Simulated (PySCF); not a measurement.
**From computed data to an observable: entropy of an ideal gas**

CHF3, SMILES FC(F)F.

Geometry: PBE0-D3(BJ)/def2-TZVP.

PBE0-D3(BJ)/def2-TZVP run with PySCF gives the harmonic wavenumbers 510, 510, 707, 1159, 1181, 1181, 1397, 1397, 3131 cm⁻¹ and the rotational temperatures 0.4983, 0.4983, 0.2733 K. The molar mass is 70.01 g/mol, the symmetry number 3, the spin multiplicity 1.

Problem. Work out the entropy at 298.15 K and 1 atm in the rigid-rotor, harmonic-oscillator model.

Solution. 
Translation (Sackur–Tetrode at 1 atm): S = R[1.5 ln M + 2.5 ln T − 1.16487] = 161.7 J/(mol K).
Rotation: q = (√π/σ) T^1.5/√(θA θB θC) = 11700, S = R[ln q + 3/2] = 90.3 J/(mol K).
Vibration: with u = 1.4388 ν/T, each mode gives R[u/(e^u − 1) − ln(1 − e^−u)]:
```json
[
 {"ν (cm⁻¹)": "510", "modes": "2", "u": "2.46", "S (J/(mol K))": "5.30"},
 {"ν (cm⁻¹)": "707", "modes": "1", "u": "3.41", "S (J/(mol K))": "1.25"},
 {"ν (cm⁻¹)": "1159", "modes": "1", "u": "5.59", "S (J/(mol K))": "0.20"},
 {"ν (cm⁻¹)": "1181", "modes": "2", "u": "5.70", "S (J/(mol K))": "0.37"},
 {"ν (cm⁻¹)": "1397", "modes": "2", "u": "6.74", "S (J/(mol K))": "0.15"}
]
```
The stiffer modes add less than 0.005 each. Sum 7.3 J/(mol K).
Spin: R ln 1 = 0.0 J/(mol K).
Total 259.4 J/(mol K); the program's own thermochemistry gives 259.3. Translation makes up 62 % and vibration 3 %. Anharmonicity, hindered rotation and orbital degeneracy are left out.
